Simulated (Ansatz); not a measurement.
**CH₅Al (triplet): from Hartree-Fock to the top rungs at distance Al1–H4 along a hydrogen transfer = 1.943 Å, cc-pVDZ**

One table from this session's results is given with a row withheld; the runs are named, their logs left out.

Program: Ansatz 0.2.0, Gaussian basis. Level of theory: cc-pVDZ, core rule «outside noble gas», up to 6 orbitals frozen. These are calculated values, not measurements.

Plan: UHF; CCSD(T) on ROHF; CCSD(T) on UHF; BCCD(T) on ROHF; CISD; CCSDT(Q) on ROHF; CCSDT(Q) on UHF; CASSCF and NEVPT2, 4 electrons in 4 orbitals.

7 further runs of the same task are left out: 1 for a mislabelled method, 6 that didn't finish.

## The geometry

The geometry derives from fragments relaxed apart (PBE0/def2-TZVP) and kept rigid, so it is no stationary point. A hydrogen atom is moved between rigid fragments.

7 atoms, charge 0, spin multiplicity 3.

Atoms are counted from 1 here; the program's logs count them from 0.

Bond lengths: Al1–H2 1.586 Å, Al1–H3 1.586 Å, Al1–H4 1.943 Å, H4–C5 1.149 Å, C5–H6 1.079 Å, C5–H7 1.079 Å. Angles: H2–Al1–H3 120.0°, H2–Al1–H4 120.0°, H3–Al1–H4 120.0°, Al1–H4–C5 180.0°, H4–C5–H6 112.6°, H4–C5–H7 112.6°, H6–C5–H7 134.8°.

Coordinates:

```xyz
7
charge 0, multiplicity 3
Al   -1.01212    0.00000    0.00000
H    -1.80505    1.37338    0.00000
H    -1.80505   -1.37338    0.00000
H     0.93088    0.00000    0.00000
C     2.07988    0.00000    0.00000
H     2.49435    0.00000    0.99616
H     2.49435    0.00000   -0.99616
```

The first run:

in.yaml

```yaml
crystal:
  periodic: [false, false, false]
  atoms:
    - {symbol: Al, position_ang: [-1.012122, 0.000000, 0.000000]}
    - {symbol: H, position_ang: [-1.805046, 1.373384, 0.000000]}
    - {symbol: H, position_ang: [-1.805046, -1.373384, 0.000000]}
    - {symbol: H, position_ang: [0.930878, 0.000000, 0.000000]}
    - {symbol: C, position_ang: [2.079878, 0.000000, 0.000000]}
    - {symbol: H, position_ang: [2.494346, 0.000000, 0.996161]}
    - {symbol: H, position_ang: [2.494346, 0.000000, -0.996161]}
basis:
  gaussian: {orbitals: cc-pVDZ}
magnetization: {spin_polarized: true, initial_magnetization: 2}
hamiltonian: {xc: hf}
output: {orbitals: {seedname: orbitals}}
```

Started as:

```sh
$ ansatz run in.yaml --threads 1 --pin off --events-out ev --progress --plain --max-ram 2393MiB
```

Steps of the session up to this table: UHF; CCSD(T) on ROHF; CCSD(T) on UHF; BCCD(T) on ROHF; CISD; CCSDT(Q) on ROHF; CCSDT(Q) on UHF; CASSCF and NEVPT2, 4 electrons in 4 orbitals.

One table of the session follows, with a row left open; its other results are not shown here.

| method | from UCCSDT(Q) (kcal/mol) |
| --- | --- |
| ROHF | ? |
| UHF | +150.20 |
| RMP2 | +30.18 |
| UMP2 | +30.48 |
| CISD | +15.52 |
| RCCSD | +3.70 |
| UCCSD | +3.62 |
| RCCSD(T) | +0.75 |
| UCCSD(T) | +0.75 |
| BCCD(T) | +0.76 |
| RCCSDT | +0.14 |
| UCCSDT | +0.12 |
| RCCSDT(Q) | +0.02 |
| UCCSDT(Q) | 0 |
| CASSCF pair | +143.42 |
| NEVPT2 pair | +30.76 |

**Question.** Estimate the row for ROHF.

**Answer.** from UCCSDT(Q) (kcal/mol): +155.11. In the column «from UCCSDT(Q) (kcal/mol)» it is the highest.

Caveats from the session: Restricted and unrestricted rows rest on different reference determinants; where their highest levels disagree by more than a few hundredths of an eV, they describe different states and don't form one ladder.
